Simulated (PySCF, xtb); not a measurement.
CH, SMILES [CH] (connectivity only; charge and spin as stated), charge +1, multiplicity 1.

xtb with GFN2-xTB at its own geometry gives an orbital gap of 0.51 eV.

Geometry: PBE0-D3(BJ)/def2-TZVPD.

**Question.** What does PBE/def2-TZVPD in PySCF give? (The exact figures need the calculation; the answer reports its results.)

**Answer.** gap 2.15 eV (levels -18.27 and -16.12 eV).
